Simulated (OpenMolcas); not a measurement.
How methods differ on SiH4O2 (SMILES O[SiH2]O)

SiH4O2: 7 atoms, total charge 0, spin state singlet. As SMILES, `O[SiH2]O`. The coordinates come from a PBE0-D4/def2-TZVP relaxation. This is one conformer, not always the lowest.

Quantity: the electronic atomisation energy, in eV. The values are calculated. Electronic energies at fixed atoms, without zero-point motion or spin-orbit coupling.

| level | kind | program | value (eV) | CPU time (all runs) |
| --- | --- | --- | --- | --- |
| HF/def2-SVPD | Hartree–Fock | OpenMolcas | 18.54 | 23 s |
| SVWN5/def2-SVPD | LDA | OpenMolcas | 29.52 | 42 s |
| BLYP/def2-SVPD | GGA | OpenMolcas | 25.57 | 56 s |
| PBE/def2-SVPD | GGA | OpenMolcas | 25.89 | 51 s |
| M06-L/def2-SVPD | meta-GGA | OpenMolcas | 25.74 | 1.9 min |
| TPSS/def2-SVPD | meta-GGA | OpenMolcas | 25.76 | 67 s |
| B3LYP/def2-SVPD | global hybrid | OpenMolcas | 25.62 | 55 s |
| PBE0/def2-SVPD | global hybrid | OpenMolcas | 25.38 | 57 s |

The values span 18.54 to 29.52 eV. CPU times are rough (shared hosts, several kinds of processor): they show what a rung costs within a factor of a few.
